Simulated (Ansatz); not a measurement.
CsCl-type TlBr, treated with PBE0 in Ansatz (plane waves, PAW).

Settings: plane-wave cutoff 520 eV, 6×6×6 k mesh, finite displacements, scalar-relativistic PAW data made under PBE.

Computed at the level's own relaxed cell.

```xyz
2
Lattice="4.0287 0.0000 0.0000 0.0000 4.0287 0.0000 0.0000 0.0000 4.0287" Properties=species:S:1:pos:R:3 pbc="T T T"
Tl     0.0000     0.0000     0.0000
Br     2.0143     2.0143     2.0143
```

Harmonic phonon frequencies (cm⁻¹; i marks an imaginary mode; at Γ without the LO shift):

```json
[
 {"q point": "Γ", "frequencies": "0 0 0 23 23 23"},
 {"q point": "X", "frequencies": "11 11 47 47 63 102"},
 {"q point": "M", "frequencies": "8i 33 38 38 59 59"},
 {"q point": "R", "frequencies": "?"}
]
```

Task: Complete the blanks.

Result: 
- R, frequencies: 38 38 38 83 83 83

Ansatz is a program for electronic structure.
